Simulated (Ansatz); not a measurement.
`[SiH3]O[SiH3]` + `BS` → `BS[SiH3]` + `O[SiH3]` at 400 K and 1 bar (ligand exchange at the Si–O bond).

Computed with Ansatz on PBE0-D4/def2-TZVP structures; ΔE is electronic, products minus reactants. CCSD(T)/CBS adds triple-zeta CCSD(T) − MP2 to the extrapolated MP2 energy (def2 sets, frozen cores). This one scheme is used for every species.

```tsv
species	CCSD(T)/CBS energy (Eh)	H − E (kJ/mol)	S (J/(mol·K))
`[SiH3]O[SiH3]`	-657.01000	172.0	360.1
`BS`	-424.38198	95.9	260.4
`BS[SiH3]`	-714.68055	151.5	334.3
`O[SiH3]`	-366.69042	120.0	276.4
```

H − E and S are ideal-gas, rigid-rotor, harmonic terms from PBE0-D4/def2-TZVP. 1 Eh = 2625.50 kJ/mol, R = 8.31446 J/(mol·K).

**Question.** By hand: ΔE, ΔH, ΔS and ΔG.

**Answer.** ΔE = (-714.68055) + (-366.69042) − (-657.01000) − (-424.38198) = 0.02101 Eh = 55.2 kJ/mol. Δ(H − E) = 151.5 + 120.0 − 172.0 − 95.9 = 3.6, so ΔH = 58.8 kJ/mol. ΔS = 334.3 + 276.4 − 360.1 − 260.4 = -9.8 J/(mol·K). ΔG = 58.8 − 400 × (-9.8)/1000 = 62.7 kJ/mol.

**Question.** By hand: the equilibrium constant, and the temperature at which ΔG would vanish if ΔH and ΔS stayed fixed.

**Answer.** log₁₀ K = −ΔG/(RT ln 10) = -8.2. ΔH and −TΔS have one sign here, so there is no such temperature.

The number of gas molecules stays the same, so ΔS is small and ΔH decides. A doubt of 5 kJ/mol in ΔE shifts log₁₀ K by 0.7 here. Modes under 60 cm⁻¹, often nearly free rotors, make the harmonic entropy too high. These are equilibria of isolated gas molecules and say nothing of rates. Largest T1 diagnostic: 0.015 (customary marks: 0.02 for closed shells, 0.045 for open ones).
